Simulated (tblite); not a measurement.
Compound: C₄H₈S.
Numbering: `[CH3:1][CH:2]1[CH2:3][S:4][CH2:5]1` (hydrogens: H6, H7, H8 on C1; H9 on C2; H10, H11 on C3; H12, H13 on C5)

Computed with GFN2-xTB (tblite), gas phase: Langevin dynamics at 400 K from the optimised GFN2-xTB geometry, time step 0.5 fs, friction 0.01 fs⁻¹, 2000 steps.

Start geometry:
```
atom  x, y, z in Å
C1      1.150   -0.716   -0.584
C2      0.275    0.124    0.331
C3     -1.004   -0.564    0.824
S4     -2.030    0.909    0.464
C5     -0.436    1.302   -0.347
H6      0.576   -1.076   -1.435
H7      1.985   -0.125   -0.954
H8      1.545   -1.574   -0.045
H9      0.865    0.478    1.180
H10    -1.024   -0.848    1.873
H11    -1.316   -1.403    0.203
H12    -0.525    1.196   -1.427
H13    -0.068    2.295   -0.100
```

The statistics below take the 31 frames saved every 25 fs from 250 to 1000 fs; their kinetic temperature (all 3N coordinates) averages 420 K.

Question: Give the mean, spread and extremes of the bond lengths.

Answer: 
```tsv
bond	start (Å)	mean (Å)	standard deviation (Å)	shortest (Å)	longest (Å)
C1–C2	1.519	1.526	0.044	1.434	1.630
C2–C3	1.534	1.538	0.031	1.492	1.598
C3–S4	1.831	1.838	0.041	1.726	1.905
S4–C5	1.832	1.841	0.050	1.759	1.966
C2–C5	1.534	1.540	0.040	1.461	1.635
C1–H6	1.088	1.097	0.038	1.008	1.176
C1–H7	1.088	1.092	0.041	1.019	1.165
C1–H8	1.088	1.098	0.043	1.022	1.207
C2–H9	1.093	1.109	0.043	1.027	1.186
C3–H10	1.087	1.093	0.030	1.036	1.152
C3–H11	1.089	1.094	0.034	1.029	1.152
C5–H12	1.089	1.095	0.032	1.038	1.152
C5–H13	1.087	1.093	0.034	1.018	1.151
```

Question: Give the same statistics for bond angles, one of each kind.

Answer: 
```
     angle  start (°)  mean (°)  standard deviation (°)  smallest (°)  largest (°)
  C2–C1–H6      110.5     109.1                     5.3          97.5        118.8
  H6–C1–H7      108.6     109.1                     7.2          94.6        125.2
  C1–C2–C3      115.2     115.2                     3.4         109.0        122.4
  C1–C2–H9      109.6     108.3                     4.2         101.7        118.2
  C3–C2–C5       95.8      95.7                     3.1          89.6        102.6
  C3–C2–H9      110.2     110.2                     4.8         101.6        120.5
  C2–C3–S4       92.5      92.4                     2.9          85.7         99.3
 C2–C3–H10      116.3     116.2                     5.1         107.4        127.1
 C2–C3–H11      113.7     114.3                     6.7         104.2        130.0
 S4–C3–H10      112.9     112.3                     3.2         105.5        118.5
 S4–C3–H11      110.3     109.6                     5.1          99.7        120.3
H10–C3–H11      110.1     110.1                     7.0          96.0        123.0
  C3–S4–C5       76.8      76.7                     2.2          72.2         80.7
```

Question: How far does each atom move about its mean position (frames aligned on the start, all atoms weighted alike), and what rms force does it feel?

Answer: 
```tsv
atom	rms displacement (Å)	rms force (eV/Å)
C1	0.07	2.76
C2	0.06	2.21
C3	0.06	2.12
S4	0.21	1.34
C5	0.07	2.05
H6	0.20	1.32
H7	0.18	1.46
H8	0.20	1.30
H9	0.14	1.42
H10	0.16	1.01
H11	0.24	1.21
H12	0.21	1.14
H13	0.18	1.18
```

The displacements run from 0.06 to 0.24 Å, the largest at H11.

The run is classical and short, so these are rough statistics of one trajectory.

The cost below is that of the whole dynamics run. Hardware: Arm Neoverse N1, one thread, shared host. Cost: 14 s wall, 0.18 GiB resident at most.
